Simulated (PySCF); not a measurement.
# The bond of BS, level by level

An exercise on one series of results from a longer session: the logs are not shown, and one member is left open.

The runs use PySCF 2.14.0; B STO-3G, S STO-3G, no relativity.

The first run:

The job is set up so:

* atoms: B, S
* charge: 0
* basis: B STO-3G, S STO-3G
* Hamiltonian: no relativity
* basis functions: 14
* electrons treated: 21
* masses in u: 11.0093, 31.9721
* levels: PBE0, PBE, r²SCAN, M06-2X, B97-3, M06-L, CAM-B3LYP, HF, MP2, SCS-MP2, CCSD, CCSD(T)
* grid: 80 radial by 434 angular points
* occupations: held fixed by the projection of orbital angular momentum
* dissociation limit: B + S, each in its ground configuration
* starting distance in angstrom: 1.800
* values of 2S to try: 1, 3

On the command line:

```sh
OMP_NUM_THREADS=1 python dia.py task.json out
```

Among the steps run: Set-up; First curve: PBE0; Other states along the same grid; PBE; r²SCAN; M06-2X (hybrid meta-GGA); B97-3 (global hybrid GGA); M06-L (meta-GGA); CAM-B3LYP; ROHF (mean field); Correlated methods on the Hartree–Fock reference.

One table of the session follows, with a row left open; its other results are not shown here.

Energy (eV) from each level's lowest point:

```
R (Å)   ROHF  ROHF-MP2  ROHF-SCS-MP2  ROHF-CCSD  ROHF-CCSD(T)
1.356  1.709     2.139         2.112        n/a           n/a
1.419  0.681     0.986         0.966      0.970         1.053
1.482  0.148     0.324         0.311      0.313         0.368
1.530  0.000     0.077         0.071      0.072         0.101
1.577  0.021     0.000         0.000      0.000         0.000
1.624  0.175     0.059         0.066      0.065         0.031
1.687      ?         ?             ?          ?             ?
1.766  1.165     0.820         0.843      0.816         0.661
1.861  2.055     1.665         1.692      1.590         1.345
1.987  3.271     3.080         3.090        n/a           n/a
```

Q: Estimate the row for R (Å) = 1.687 from the others.

Worked estimate for «ROHF». A straight line through the neighbours (1.624, 0.175) and (1.766, 1.165) gives 0.175 + (1.165 − 0.175) × (1.687 − 1.624) / (1.766 − 1.624) = 0.614; a parabola fitted to 4 rows on both sides gives 0.560.

As computed: ROHF: 0.538; ROHF-MP2: 0.306; ROHF-SCS-MP2: 0.320; ROHF-CCSD: 0.315; ROHF-CCSD(T): 0.231. In «ROHF» the line misses by +0.076 and the parabola by +0.022.
